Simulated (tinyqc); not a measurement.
RHF in the sto-3g basis, for H2O, spin multiplicity 1, step by step (part 2 of 2). Computed by tinyqc, a small Python program that keeps every step (integrals from PySCF). Command: `OMP_NUM_THREADS=1 python tinyqc.py 27190 27191 out.jsonl` (the two numbers bound the seeds that draw the settings). One thread of a shared host (Intel(R) Xeon(R) Processor @ 2.60GHz), about 0.08 s of CPU time with the checks.

Geometry (angstrom):
```
atom         x          y         z
O     0.000000   0.000000  0.000000
H     0.000000   0.645000  0.609000
H     0.000000  -0.645000  0.609000
```

## Iteration 7 (converged): orbitals

converged F (hartree):
```
             1O 1s      1O 2s     1O 2px     1O 2py     1O 2pz      2H 1s      3H 1s
1O 1s   -20.238611  -5.166025   0.000000   0.000000  -0.032712  -1.409364  -1.409364
1O 2s    -5.166025  -2.480937   0.000000   0.000000  -0.177750  -1.161451  -1.161451
1O 2px    0.000000   0.000000  -0.404696   0.000000   0.000000   0.000000   0.000000
1O 2py    0.000000   0.000000   0.000000  -0.359859   0.000000  -0.382999   0.382999
1O 2pz   -0.032712  -0.177750   0.000000   0.000000  -0.415518  -0.440092  -0.440092
2H 1s    -1.409364  -1.161451   0.000000  -0.382999  -0.440092  -0.697980  -0.549138
3H 1s    -1.409364  -1.161451   0.000000   0.382999  -0.440092  -0.549138  -0.697980
```

X:
```
            1O 1s      1O 2s    1O 2px     1O 2py     1O 2pz      2H 1s      3H 1s
1O 1s    1.024420  -0.146709  0.000000   0.000000  -0.012857   0.022741   0.022741
1O 2s   -0.146709   1.306008  0.000000   0.000000   0.152735  -0.336961  -0.336961
1O 2px   0.000000   0.000000  1.000000   0.000000   0.000000   0.000000   0.000000
1O 2py   0.000000   0.000000  0.000000   1.122501   0.000000  -0.252960   0.252960
1O 2pz  -0.012857   0.152735  0.000000   0.000000   1.082119  -0.181730  -0.181730
2H 1s    0.022741  -0.336961  0.000000  -0.252960  -0.181730   1.274556  -0.134961
3H 1s    0.022741  -0.336961  0.000000   0.252960  -0.181730  -0.134961   1.274556
```

Diagonalise F' = X^T F X, C = X C', fill 5 alpha and 5 beta electrons from the bottom; D = 2 C_occ C_occ^T. Each column has its largest component positive (the first on a tie).

F' = X^T F X (hartree):
```
            1          2          3          4          5          6          7
1  -19.856173  -2.692336   0.000000   0.000000  -0.055632  -0.251051  -0.251051
2   -2.692336  -1.193516   0.000000   0.000000   0.126822  -0.574350  -0.574350
3    0.000000   0.000000  -0.404696   0.000000   0.000000   0.000000   0.000000
4    0.000000   0.000000   0.000000  -0.037466   0.000000  -0.499739   0.499739
5   -0.055632   0.126822   0.000000   0.000000  -0.205753  -0.381752  -0.381752
6   -0.251051  -0.574350   0.000000  -0.499739  -0.381752   0.045455  -0.159018
7   -0.251051  -0.574350   0.000000   0.499739  -0.381752  -0.159018   0.045455
```

orbital energies (hartree): MO1 -20.247704, MO2 -1.324012, MO3 -0.633513, MO4 -0.487918, MO5 -0.404696, MO6 0.690631, MO7 0.800520

coefficients C:
```
              MO1        MO2        MO3        MO4       MO5        MO6        MO7
1O 1s    0.993983  -0.228913   0.000000   0.114497  0.000000  -0.136549   0.000000
1O 2s    0.028034   0.803585   0.000000  -0.595039  0.000000   0.988427   0.000000
1O 2px   0.000000   0.000000   0.000000   0.000000  1.000000   0.000000   0.000000
1O 2py   0.000000   0.000000   0.627439   0.000000  0.000000   0.000000   0.997149
1O 2pz   0.005506   0.170666   0.000000   0.756820  0.000000   0.811538   0.000000
2H 1s   -0.006700   0.160266   0.449193   0.260873  0.000000  -0.838236  -0.924978
3H 1s   -0.006700   0.160266  -0.449193   0.260873  0.000000  -0.838236   0.924978
```

D after iteration 7:
```
            1O 1s      1O 2s    1O 2px     1O 2py     1O 2pz      2H 1s      3H 1s
1O 1s    2.107026  -0.448432  0.000000   0.000000   0.106116  -0.026954  -0.026954
1O 2s   -0.448432   2.001211  0.000000   0.000000  -0.626076  -0.053261  -0.053261
1O 2px   0.000000   0.000000  2.000000   0.000000   0.000000   0.000000   0.000000
1O 2py   0.000000   0.000000  0.000000   0.787360   0.000000   0.563682  -0.563682
1O 2pz   0.106116  -0.626076  0.000000   0.000000   1.203868   0.449498   0.449498
2H 1s   -0.026954  -0.053261  0.000000   0.563682   0.449498   0.591118  -0.215979
3H 1s   -0.026954  -0.053261  0.000000  -0.563682   0.449498  -0.215979   0.591118
```

## Convergence

Stop when the energy changes by less than 1e-08 hartree and every element of the error matrix X^T (F D S - S D F) X is below 3e-05.

Course of the cycle:
```
iteration   E (hartree)     change  largest element of the error matrix
1          -74.65903503          -                             3.74e-01
2          -74.91617294  -2.57e-01                             1.04e-01
3          -74.93155089  -1.54e-02                             3.35e-02
4          -74.93285818  -1.31e-03                             1.09e-02
5          -74.93302071  -1.63e-04                             1.19e-03
6          -74.93302470  -3.99e-06                             3.35e-05
7          -74.93302470  -1.99e-09                             6.51e-06
```

PySCF RHF in the same basis = -74.93302470 hartree

Converged in 7 iterations.

## Populations, bond orders and dipole

overlap S:
```
           1O 1s     1O 2s    1O 2px     1O 2py    1O 2pz     2H 1s      3H 1s
1O 1s   1.000000  0.236704  0.000000   0.000000  0.000000  0.063683   0.063683
1O 2s   0.236704  1.000000  0.000000   0.000000  0.000000  0.521871   0.521871
1O 2px  0.000000  0.000000  1.000000   0.000000  0.000000  0.000000   0.000000
1O 2py  0.000000  0.000000  0.000000   1.000000  0.000000  0.302877  -0.302877
1O 2pz  0.000000  0.000000  0.000000   0.000000  1.000000  0.285973   0.285973
2H 1s   0.063683  0.521871  0.000000   0.302877  0.285973  1.000000   0.343654
3H 1s   0.063683  0.521871  0.000000  -0.302877  0.285973  0.343654   1.000000
```

Mulliken: Z minus the diagonal of D S on the atom; Loewdin: the same with S^(1/2) D S^(1/2); Mayer order: 2 sum_s sum (D(s) S)_ij (D(s) S)_ji over the two atoms.

Charges (e):
```
atom   Mulliken    Loewdin
1O    -0.426691  -0.288292
2H     0.213345   0.144146
3H     0.213345   0.144146
```

Mayer bond orders:
```
pair     order
2-1   0.947338
3-1   0.947338
3-2   0.007146
```

dipole moment about the origin, x y z (debye): 0.000000  0.000000  1.900562
